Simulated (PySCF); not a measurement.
Species: C₃H₆O.
SMILES with atom numbers: `[CH2:1]=[CH:2][CH2:3][OH:4]` (hydrogens: H5, H6 on C1; H7 on C2; H8, H9 on C3; H10 on O4)

Structure optimised with GFN2-xTB, isolated species.

Task: List the bond lengths, angles and torsions at this level.

Result: 
```csv
bond,length (Å)
C1=C2,1.319
C2–C3,1.500
C3–O4,1.412
C1–H5,1.076
C1–H6,1.078
C2–H7,1.082
"C3–H8, C3–H9",1.098
O4–H10,0.964
```

Bonds in one row agree within 0.01 Å and their mean is given. A selection of angles:
```csv
angle,degrees
C2–C1–H5,122.1
C2–C1–H6,121.7
H5–C1–H6,116.2
C1–C2–C3,124.3
C1–C2–H7,121.1
C3–C2–H7,114.5
C2–C3–O4,112.6
C2–C3–H8,109.6
O4–C3–H8,105.0
O4–C3–H9,110.8
H8–C3–H9,108.4
C3–O4–H10,108.7
```

Torsions: C1–C2–C3–O4 133° (anticlinal); H10–O4–C3–C2 -58° (synclinal). The mirror-image conformer, all signs reversed, is as good.

The C–C distances run from 1.319 Å (C1=C2, drawn double) to 1.500 Å (C2–C3, drawn single), a spread of 0.181 Å. Of the pairs four or more bonds apart, H6···H9 is among the closest relative to their van der Waals radii: 2.43 Å, 101 % of the sum of Bondi's values.

Point group: C1 (no symmetry element, even within 0.4 Å). No frequency check. One conformer, not necessarily the lowest (C1–C2–C3–O4 133°, C2–C3–O4–H -58°).

The numbers are calculated, not measured.
